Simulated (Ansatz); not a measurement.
C$_{2}$H$_{6}$OS (`CSCO`), 10 atoms. The species carries charge 0 and has multiplicity 1. All runs use 2 threads of an AMD EPYC 7B13 on a shared host. Correlated methods freeze the cores.

Q: Give the basis size and wall time and peak host memory of each of these runs in Ansatz. RHF-MP2/def2-QZVPP energy; RKS ωB97M-V/def2-SVP energy; RKS PBE0-D4/def2-TZVP frequencies; RKS PBE0-D4/def2-TZVPP energy; RKS PBE0-D4/def2-SVP energy; direct RPA on PBE orbitals/def2-TZVPP energy; RHF-CCSD(T)/def2-TZVPP energy; RKS ωB97X-V/def2-TZVPP energy; RKS PBE0-D4/def2-QZVPP energy; RKS ωB97M-V/def2-QZVPP energy; RHF-CCSD(T)/def2-SVP energy; RKS PBE0-D4/def2-TZVP relaxation (8 steps). (Estimate.)

A: Ansatz gave: Other jobs shared the machine, so times are rough.

```json
{"level": "RKS PBE0-D4/def2-SVP", "job": "energy", "functions": "90", "wall time": "0.9 s", "peak host memory (GiB)": "0.44"}
{"level": "RKS PBE0-D4/def2-TZVPP", "job": "energy", "functions": "219", "wall time": "3.3 s", "peak host memory (GiB)": "0.45"}
{"level": "RKS ωB97M-V/def2-SVP", "job": "energy", "functions": "90", "wall time": "3.4 s", "peak host memory (GiB)": "0.44"}
{"level": "RHF-CCSD(T)/def2-SVP", "job": "energy", "functions": "90", "wall time": "3.5 s", "peak host memory (GiB)": "0.44"}
{"level": "direct RPA on PBE orbitals/def2-TZVPP", "job": "energy", "functions": "219", "wall time": "4.6 s", "peak host memory (GiB)": "0.46"}
{"level": "RKS ωB97X-V/def2-TZVPP", "job": "energy", "functions": "219", "wall time": "6.5 s", "peak host memory (GiB)": "0.55"}
{"level": "RKS PBE0-D4/def2-QZVPP", "job": "energy", "functions": "421", "wall time": "8 s", "peak host memory (GiB)": "1.1"}
{"level": "RKS ωB97M-V/def2-QZVPP", "job": "energy", "functions": "421", "wall time": "18 s", "peak host memory (GiB)": "1.4"}
{"level": "RHF-MP2/def2-QZVPP", "job": "energy", "functions": "421", "wall time": "21 s", "peak host memory (GiB)": "2.2"}
{"level": "RKS PBE0-D4/def2-TZVP", "job": "relaxation (8 steps)", "functions": "166", "wall time": "26 s", "peak host memory (GiB)": "0.37"}
{"level": "RHF-CCSD(T)/def2-TZVPP", "job": "energy", "functions": "219", "wall time": "92 s", "peak host memory (GiB)": "3.4"}
{"level": "RKS PBE0-D4/def2-TZVP", "job": "frequencies", "functions": "166", "wall time": "120 s", "peak host memory (GiB)": "0.44"}
```
